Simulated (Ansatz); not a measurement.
Isomers of C$_{3}$H$_{6}$FN, relaxed with PBE0-D4/def2-TZVP in Ansatz; electronic energies, one conformer each and not always the lowest. Functionals use def2-TZVPP; CBS adds triple-zeta CCSD(T) − MP2 to the MP2 limit of def2-TZVPP and def2-QZVPP.

(1) Order them by energy at frozen-core CCSD(T)/CBS, lowest first. (Estimate.)
A. `C/N=C(/C)F`
B. `C/C=N/CF`
C. `NC1(F)CC1`
D. `CC/N=C\F`
E. `C=NC(C)F`

(2) How do PBE-D4, B3LYP, B2PLYP, ωB97M-V place them (kcal/mol, against `C/N=C(/C)F`)? (An estimate is asked.)

## Answers

(1) A (0.0 kcal/mol), D (5.3 kcal/mol), E (7.0 kcal/mol), B (9.5 kcal/mol), C (12.5 kcal/mol).

(2) Computed: 
| isomer | PBE-D4 | B3LYP | B2PLYP | ωB97M-V |
| --- | --- | --- | --- | --- |
| `NC1(F)CC1` | 12.7 | 15.7 | 14.7 | 11.1 |
| `C=NC(C)F` | 9.9 | 8.9 | 8.4 | 8.1 |
| `CC/N=C\F` | 6.0 | 6.0 | 5.6 | 5.9 |
| `C/C=N/CF` | 11.2 | 10.0 | 10.0 | 10.4 |

B3LYP here is the variant with VWN-RPA as its local correlation; programs differ in this.
